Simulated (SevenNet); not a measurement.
**Rutile SnO2**

Level of theory: the machine-learned potential SevenNet-l3i5 (trained on PBE and PBE+U data).

Cell: relaxed at this level.

lattice constant a: 4.830 Å
lattice parameter c: 3.243 Å
bulk modulus B0: 167 GPa
elastic constant C11: 210 GPa
elastic constant C12: 141 GPa
elastic constant C13: 127 GPa
elastic constant C33: 359 GPa
elastic constant C44: 81.3 GPa
elastic constant C66: 167 GPa
polycrystal shear modulus (Hill average): 81.0 GPa

Measured, for comparison: lattice constant a 4.737 Å, lattice parameter c 3.186 Å (room temperature, no zero-point or thermal correction; as tabulated in Hiroi (2015), arXiv:1503.02262); elastic constant C11 262 GPa, elastic constant C12 177 GPa, elastic constant C13 156 GPa, elastic constant C33 450 GPa, elastic constant C44 103 GPa, elastic constant C66 207 GPa (temperature not stated, no zero-point or thermal correction; as tabulated in Oses et al. (2018), arXiv:1811.08464). Computed (rounded) less measured: lattice constant a +2.0 %, lattice parameter c +1.8 %, elastic constant C11 -20 %, elastic constant C12 -20 %, elastic constant C13 -19 %, elastic constant C33 -20 %, elastic constant C44 -21 %, elastic constant C66 -19 %.

A machine-learned potential is trained on density-functional data: it inherits that level's misses and adds fitting errors of its own.

Note: this model's volume lies 6 % above that of the starting cell (a measured, published or database cell).

Elastic constants are with the ions relaxed.
